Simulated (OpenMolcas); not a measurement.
**A workflow on H2O (SMILES O)**

We compute a series of 9 runs (HF/pcseg-0, CASSCF(8,6)/pcseg-0, CASPT2(8,6)/pcseg-0, CASPT2[IPEA 0](8,6)/pcseg-0, SC-NEVPT2(8,6)/pcseg-0, PC-NEVPT2(8,6)/pcseg-0, MC-PDFT[tPBE](8,6)/pcseg-0, MRCI(8,6)/pcseg-0, and more) of H2O. 

The results are computed with OpenMolcas 26.06.

## (1) The system as given

The species is H2O (3 atoms), meant as a singlet with charge 0. SMILES: `O`. The O1–H3 distance was set to 1.919 Å, away from the relaxed value. At this shape a bond of the SMILES string is far longer than usual.

Bond lengths: O1–H2 0.960 Å.

## (2) A single-point energy at HF/pcseg-0 (run 1)

input.xyz reads:

```xyz
3

O     -0.441594     1.148962    -0.106501
H      0.327606     1.497162     0.349399
H     -0.163800    -0.748600    -0.174700
```

step1.input reads:

```
>>> EXPORT MOLCAS_PRINT=2

&GATEWAY
 BasLib = $CurrDir
 Coord = input.xyz
 Basis = pcseg-0
 Group = NoSym

&SEWARD

&SCF
 PrOrbitals = 1 1
```

The basis set pcseg-0 is read from a file made from the Basis Set Exchange's data (not shown).

Launch:

```sh
$ export MOLCAS_MEM=1860
$ pymolcas step1.input > step1.log
```

Output:

```text
--- Start Module: gateway ---
[...]
--- Stop Module: gateway /rc=_RC_ALL_IS_WELL_ ---
--- Start Module: seward ---
[...]
      Basis functions           13
--- Stop Module: seward /rc=_RC_ALL_IS_WELL_ ---
--- Start Module: scf ---
[...]
       Convergence after  12 Iterations
[...]
::    Total SCF energy                                -75.5788012495
[...]
      Total spin, S                                     0.0000000000
[...]
      Total electronic charge=   10.000000
      Total            charge=   -0.000000
[...]
      Dipole Moment (debye):
      Origin of the operator (angstrom)=   -0.3830    1.0623   -0.0848
                   X=  1.8913E+00               Y= -7.9401E-01               Z=  9.3108E-01           Total=  2.2527E+00
      Quadrupole Moment (debye*angstrom):
[...]
--- Stop Module: scf /rc=_RC_ALL_IS_WELL_ ---
[...]
```

Run time: 1.6 s. Hardware: 1 thread of Arm Neoverse V1, shared host; peak memory 0.37 GiB.

## (3) A single-point energy at CASSCF(8,6)/pcseg-0 (run 2)

input.xyz is that of step 2.

step2.inp reads:

```
&GATEWAY
  BasLib=$CurrDir
  Coord=input.xyz
  Basis=pcseg-0
  Group=NoSym

&SEWARD

&RASSCF
  FileOrb=$CurrDir/step1.ScfOrb
  Spin=1
  Nactel=8 0 0
  Inactive=1
  Ras2=6
  OrbListing=Nothing
```

The basis set pcseg-0 is read from a file made from the Basis Set Exchange's data (not shown).

Launch:

```sh
$ export MOLCAS_MEM=1860
$ pymolcas step2.inp > step2.log
```

Output:

```text
--- Start Module: gateway ---
[...]
--- Stop Module: gateway /rc=_RC_ALL_IS_WELL_ ---
--- Start Module: seward ---
[...]
      Basis functions           13
--- Stop Module: seward /rc=_RC_ALL_IS_WELL_ ---
--- Start Module: rasscf ---
[...]
      Number of active orbitals                  6
[...]
      Spin quantum number                      0.0
[...]
      Active orbitals                            6
[...]
      Number of CSFs                           105
[...]
      Number of root(s) required                 1
[...]
      Convergence after 10 iterations
[...]
      printout of CI-coefficients larger than  0.05 for root  1
      energy=     -75.708606
      conf/sym  111111     Coeff  Weight
             1  222200  -0.89662 0.80392
             3  222020   0.42653 0.18192
            52  202202   0.09149 0.00837
      Natural orbitals and occupation numbers for root  1
      sym 1:   1.998706   1.976279   1.999362   1.628866   0.372093   0.024695
      ************************************************************************************************************************
      *                                                    Final results                                                     *
[...]
::    RASSCF root number  1 Total energy:    -75.70860608
[...]
      Total electronic charge=   10.000000
      Total            charge=   -0.000000
[...]
      Dipole Moment (debye):
      Origin of the operator (angstrom)=   -0.3830    1.0623   -0.0848
                   X=  1.6332E+00               Y=  2.6143E-01               Z=  9.1299E-01           Total=  1.8892E+00
      Quadrupole Moment (debye*angstrom):
[...]
--- Stop Module: rasscf /rc=_RC_ALL_IS_WELL_ ---
[...]
```

Run time: 1.7 s. Hardware: 1 thread of Arm Neoverse V1, shared host; peak memory 0.37 GiB.

Runs 3 to 5 aren't shown in full; the table further down has their settings and results.

## (4) A single-point energy at PC-NEVPT2(8,6)/pcseg-0 (run 6)

input.xyz is that of step 3.

step6.input reads:

```
* H2O NEVPT2
&GATEWAY
BASLIB
$CurrDir
COORD
input.xyz
BASIS
pcseg-0
GROUP
NoSym
&SEWARD
&RASSCF
FILEORB
$CurrDir/step2.RasOrb
SPIN
1
NACTEL
8 0 0
INACTIVE
1
RAS2
6
ORBLISTING
Nothing
&CASPT2
PC-NEVPT2
FROZEN
1
```

The basis set pcseg-0 is read from a file made from the Basis Set Exchange's data (not shown).

Launch:

```sh
$ export MOLCAS_MEM=1860
$ pymolcas step6.input > step6.log
```

Output:

```text
--- Start Module: gateway ---
[...]
--- Stop Module: gateway /rc=_RC_ALL_IS_WELL_ ---
[...]
      Basis functions           13
[...]
--- Start Module: rasscf ---
[...]
      Number of active orbitals                  6
[...]
      Spin quantum number                      0.0
[...]
      Active orbitals                            6
[...]
      Number of CSFs                           105
[...]
      Number of root(s) required                 1
[...]
      Convergence after  4 iterations
[...]
      printout of CI-coefficients larger than  0.05 for root  1
      energy=     -75.708606
      conf/sym  111111     Coeff  Weight
             1  222200  -0.89662 0.80392
             3  222020   0.42653 0.18192
            52  202202   0.09149 0.00837
      Natural orbitals and occupation numbers for root  1
      sym 1:   1.998706   1.976279   1.999362   1.628867   0.372092   0.024695
      ************************************************************************************************************************
      *                                                    Final results                                                     *
[...]
::    RASSCF root number  1 Total energy:    -75.70860608
[...]
      Total electronic charge=   10.000000
      Total            charge=   -0.000000
[...]
      Dipole Moment (debye):
      Origin of the operator (angstrom)=   -0.3830    1.0623   -0.0848
                   X=  1.6332E+00               Y=  2.6142E-01               Z=  9.1299E-01           Total=  1.8892E+00
      Quadrupole Moment (debye*angstrom):
[...]
--- Stop Module: rasscf /rc=_RC_ALL_IS_WELL_ ---
--- Start Module: caspt2 ---
[...]
 ###    WARNING: User changed nr of frozen orbitals.                         ###
 ###############################################################################
[...]
      E2 (Variational):          -0.0668013704
[...]
      E2 (Variational):          -0.0655672577
      Total energy:             -75.7741733403
[...]
      Reference weight:           0.98547
[...]
::    PC-NEVPT2 Root  1     Total energy:    -75.77540745
[...]
--- Stop Module: caspt2 /rc=_RC_ALL_IS_WELL_ ---
[...]
```

Run time: 1.8 s. Hardware: 1 thread of Arm Neoverse V1, shared host; peak memory 0.37 GiB.

Runs 7 to 8 aren't shown in full; the table further down has their settings and results.

## (5) A single-point energy at MRACPF(8,6)/pcseg-0 (run 9)

input.xyz is that of step 4.

step9.inp reads:

```
* H2O MR-ACPF

&GATEWAY
  BasLib
  $CurrDir
  Coord
  input.xyz
  Basis
  pcseg-0
  Group
  NoSym

&SEWARD

&RASSCF
  FileOrb
  $CurrDir/step2.RasOrb
  Spin
  1
  Nactel
  8 0 0
  Inactive
  1
  Ras2
  6
  OrbListing
  Nothing

&MOTRA
  LumOrb
  Frozen
  1

&GUGA
  Electrons
  8
  Spin
  1
  Inactive
  0
  Active
  6
  CIAll
  1

&MRCI
  ACPF
```

The basis set pcseg-0 is read from a file made from the Basis Set Exchange's data (not shown).

Launch:

```sh
$ export MOLCAS_MEM=1860
$ pymolcas step9.inp > step9.log
```

Output:

```text
--- Start Module: gateway ---
[...]
--- Stop Module: gateway /rc=_RC_ALL_IS_WELL_ ---
[...]
      Basis functions           13
[...]
      Number of active orbitals                  6
[...]
      Spin quantum number                      0.0
[...]
      Active orbitals                            6
[...]
      Number of CSFs                           105
[...]
      Number of root(s) required                 1
[...]
      Convergence after  4 iterations
[...]
      printout of CI-coefficients larger than  0.05 for root  1
      energy=     -75.708606
      conf/sym  111111     Coeff  Weight
             1  222200  -0.89662 0.80392
             3  222020   0.42653 0.18192
            52  202202   0.09149 0.00837
      Natural orbitals and occupation numbers for root  1
      sym 1:   1.998706   1.976279   1.999362   1.628867   0.372092   0.024695
      ************************************************************************************************************************
      *                                                    Final results                                                     *
[...]
::    RASSCF root number  1 Total energy:    -75.70860608
[...]
      Dipole Moment (debye):
      Origin of the operator (angstrom)=   -0.3830    1.0623   -0.0848
                   X=  1.6332E+00               Y=  2.6142E-01               Z=  9.1299E-01           Total=  1.8892E+00
      Quadrupole Moment (debye*angstrom):
[...]
      *** WARNING: Default frozen orbitals is overwritten by user input.
      *** Default values:   1
[...]
--- Start Module: guga ---
[...]
--- Stop Module: guga /rc=_RC_ALL_IS_WELL_ ---
--- Start Module: mrci ---
[...]
       USE THE DEFAULT ACPF G-VALUE GFAC=  0.25000000000000000
[...]
    MR ACPF CALCULATION.
[...]
            REFERENCE CI ENERGY:   -75.70860608
[...]
        ACPF CORRELATION ENERGY:    -0.07624868
                    ACPF ENERGY:   -75.78485476
[...]
      Total electronic charge=   10.000000
      Total            charge=    0.000000
[...]
  ACPF State   1     Total energy:    -75.78485476
[...]
--- Stop Module: mrci /rc=_RC_ALL_IS_WELL_ ---
[...]
```

Run time: 2 s. Hardware: 1 thread of Arm Neoverse V1, shared host; peak memory 0.37 GiB.

## (6) Overview of the runs

| run | level | active rule | inactive | energy (Eh) | dipole moment (D) of the reference | wall time |
| --- | --- | --- | --- | --- | --- | --- |
| 1 | HF/pcseg-0 | – | – | -75.578801 | 2.25 | 1.6 s |
| 2 | CASSCF(8,6)/pcseg-0 | full valence | 1 | -75.708606 | 1.89 | 1.7 s |
| 3 | CASPT2(8,6)/pcseg-0 | full valence | 1 | -75.779336 | 1.89 | 1.7 s |
| 4 | CASPT2[IPEA 0](8,6)/pcseg-0 | full valence | 1 | -75.780034 | 1.89 | 1.7 s |
| 5 | SC-NEVPT2(8,6)/pcseg-0 | full valence | 1 | -75.774173 | 1.89 | 1.8 s |
| 6 | PC-NEVPT2(8,6)/pcseg-0 | full valence | 1 | -75.775407 | 1.89 | 1.8 s |
| 7 | MC-PDFT[tPBE](8,6)/pcseg-0 | full valence | 1 | -75.950793 | 1.89 | 1.9 s |
| 8 | MRCI(8,6)/pcseg-0 | full valence | 1 | -75.783727 | 1.89 | 2 s |
| 9 | MRACPF(8,6)/pcseg-0 | full valence | 1 | -75.784855 | 1.89 | 2 s |

## (7) What came out

```
                                                  quantity         value
                  run 9, MRACPF(8,6)/pcseg-0: total energy  -75.78485 Eh
run 9, MRACPF(8,6)/pcseg-0: dipole moment (CASSCF density)        1.89 D
```

In words: Below the HF energy at the same shape and in the same basis (pcseg-0): CASSCF(8,6) -129.8 mEh; CASPT2(8,6) -200.5 mEh; CASPT2[IPEA 0](8,6) -201.2 mEh; SC-NEVPT2(8,6) -195.4 mEh; PC-NEVPT2(8,6) -196.6 mEh; MRCI(8,6) -204.9 mEh. Active-space methods hold only the correlation inside their space unless a perturbation or CI step follows. In run 1 a closed-shell determinant meets a far-stretched bond, which it describes badly. All runs together took 16 s, the longest 2 s.
